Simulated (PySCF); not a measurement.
Fluorine: a sound run and one with changed settings

Sound run: F [He] 2s2 2p5, F⁺ [He] 2s2 2p4. Calculation: PySCF 2.14, in cc-pVDZ (3s2p1d, 14 functions); the non-relativistic Hamiltonian (point nucleus). In the sound run the correlated levels freeze 1s2. The sound run starts from symmetry-adapted Hartree-Fock orbitals and uses a fine grid where one is needed.

Changed run: a valence shell is frozen. This setting is unsound on purpose.

```csv
species,method,sound run (hartree),changed run (hartree),converged
F,MP2,-99.51584,-99.46556,yes
F,CCSD(T),-99.52757,-99.47273,yes
F⁺,MP2,-98.89901,-98.84746,yes
F⁺,CCSD(T),-98.91361,-98.85378,yes
```

Ionisation energy of F:

| method | sound run (eV) | changed run (eV) |
| --- | --- | --- |
| UHF | 15.640 | 15.640 |
| MP2 | 16.785 | 16.819 |
| SCS-MP2 | 16.744 | 16.851 |
| CCSD | 16.704 | 16.837 |
| CCSD(T) | 16.707 | 16.842 |

Freezing a valence shell removes pair correlation that changes on ionisation.

For comparison, NIST gives 17.423 eV between the lowest levels.
